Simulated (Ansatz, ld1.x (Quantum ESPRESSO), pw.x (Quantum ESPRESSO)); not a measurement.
H: does the TM potential hold in the solid?

```
Element                 : H
Generator               : ld1.x (Quantum ESPRESSO) 7.5
Type                    : norm-conserving Troullier–Martins (Kleinman–Bylander form)
Functional              : PBEsol
Relativity              : scalar-relativistic
Frozen core             : none
Valence charge          : 1
Reference configuration : 1s1
Partial waves           : 1s (bound): rc 1.10 bohr
Local potential         : all-electron potential smoothed inside 1.10 bohr (lloc = -1)
Core correction         : none
```

Crystal test: fcc H in pw.x 7.5, no spin, 18³ k-points, Fermi–Dirac smearing 0.01 Ry, cutoffs 50/200 Ry. The reference is all-electron LAPW (Ansatz 0.2.0) with the same functional, mesh and smearing; V0 and B0 come from Birch–Murnaghan fits to the pressures at five volumes. Errors are pseudo minus all-electron; Δ is the rms difference of the E(V) curves that follow from these fits, minima aligned, over ±6 % about the mean V0. Mesh and smearing are coarse, so the numbers serve the comparison and aren't converged zero-temperature values; the lattice is a test structure that the element need not adopt.

All-electron: a0 = 2.267 Å (V0 = 2.91 Å³/atom), B0 = 114.1 GPa.

Problem. How far does the potential miss the all-electron equation of state?

Solution. mean pressure error (GPa): +2.43; a0 (Å): 2.283; a0 error (%): +0.69; B0 error (%): -0.9; Δ (meV/atom): 1.5. This is a poor potential for the solid.

```tsv
V (Å³/atom)	P all-electron (GPa)	P pseudo (GPa)
2.771	6.23	9.02
2.844	2.90	5.49
2.917	-0.10	2.31
2.990	-2.80	-0.55
3.063	-5.23	-3.13
```

Problem. At the middle volume, how do free energy and pressure move when the wave cutoff is lowered (ecutrho kept at four times it)?

Solution.

```tsv
cutoff (Ry)	shift of F (meV/atom)	shift of P (GPa)
22	+131.4	-10.21
30	+43.0	-5.15
40	+9.5	-1.78
```

The run at the middle volume (195 k-points, 3 iterations) took about 1 s on one core of a shared host (Neoverse-V1, 64 threads, 503 GiB, load 34).
